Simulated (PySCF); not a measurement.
# Changing the system itself: AlB (triplet)

Aim: change spin, charge, geometry, field or solvent of AlB (triplet), one at a time, and compare with the base run.

Method: each script names its method and basis; program: PySCF 2.14.0.

2 further runs of the same task are left out: 2 that didn't finish.

## 1. Starting geometry

AlB (triplet): 2 atoms, charge 0, spin multiplicity 3.

Bond lengths: Al1–B2 2.010 Å.

## 2. Base script

File input.py:

```python
from pyscf import gto, scf, mp

mol = gto.M(
    atom='Al 0 0 0; B 0 0 2.01',
    basis='jorge-dzp-dkh',
    charge=0,
    spin=2,
    verbose=4,
)
mf = scf.UHF(mol)
mf = mf.sfx2c1e()
mf = mf.density_fit(auxbasis='def2-universal-jkfit')
mf.kernel()
mp.MP2(mf, frozen=6).kernel()
mf.dip_moment()
print('orbital energies (hartree):', [e[max(0, n-3):n+3].round(4) for e, n in zip(mf.mo_energy, mol.nelec)])
```

Launch:

```sh
> OMP_NUM_THREADS=1 python input.py
```

Its log is not repeated here.

It gives: E(SCF) = -266.864983 Eh, E(MP2) − E(SCF) = -0.09897 Eh, ⟨S²⟩ = 2.147, μ = 1.82 D (of the SCF density).

The bond length is a typed value, not an optimised one. The triplet is typed in the script; nothing here shows that it is the ground state.

## 3. Bond 6.03 Å

Run 1 changes bond length: 2.01 Å → 6.03 Å.

File input.py:

```python
from pyscf import gto, scf, mp

mol = gto.M(
    atom='Al 0 0 0; B 0 0 6.03',
    basis='jorge-dzp-dkh',
    charge=0,
    spin=2,
    verbose=4,
)
mf = scf.UHF(mol)
mf = mf.sfx2c1e()
mf = mf.density_fit(auxbasis='def2-universal-jkfit')
mf.kernel()
mp.MP2(mf, frozen=6).kernel()
mf.dip_moment()
print('orbital energies (hartree):', [e[max(0, n-3):n+3].round(4) for e, n in zip(mf.mo_energy, mol.nelec)])
```

Launch:

```sh
> OMP_NUM_THREADS=1 python input.py
```

## 4. Bond 3.015 Å

Run 2 changes bond length: 2.01 Å → 3.015 Å.

Edit input.py of step 2 so:

```diff
@@ -3,3 +3,3 @@
 mol = gto.M(
-    atom='Al 0 0 0; B 0 0 2.01',
+    atom='Al 0 0 0; B 0 0 3.015',
     basis='jorge-dzp-dkh',
```

## 5. Quintet

Run 3 changes spin (2S): 2 → 4.

Edit input.py of step 2 so:

```diff
@@ -6,3 +6,3 @@
     charge=0,
-    spin=2,
+    spin=4,
     verbose=4,
```

Before running it: what results should come out? Wanted: for each run, E(SCF); from base; gap, α spin; SCF dipole; after the SCF.

The runs gave:

```
         run  E(SCF) (hartree)  from base (eV)  cycles  gap, α spin (eV)  SCF dipole (D)                           after the SCF
        base       -266.864983               0      18              8.46            1.82  MP2 correlation -2.693 eV, core frozen
 bond 6.03 Å       -266.748442         +3.1712      14              2.38            7.08  MP2 correlation -3.374 eV, core frozen
bond 3.015 Å       -266.848798         +0.4404      16              5.63            2.07  MP2 correlation -2.357 eV, core frozen
     quintet       -266.870850         -0.1597      14              8.62            3.11  MP2 correlation -2.110 eV, core frozen
```

The largest comparable shift of the SCF energy, +3.171 eV, comes with the run “bond 6.03 Å”. The quintet solution found lies 0.16 eV below the base triplet at this geometry and level, so the base is not the lowest spin state. With bond 6.03 Å the frontier gap moves by over 1.5 eV, which can mean another electronic state rather than the bond length alone. With bond 3.015 Å the frontier gap moves by over 1.5 eV, which can mean another electronic state rather than the bond length alone.
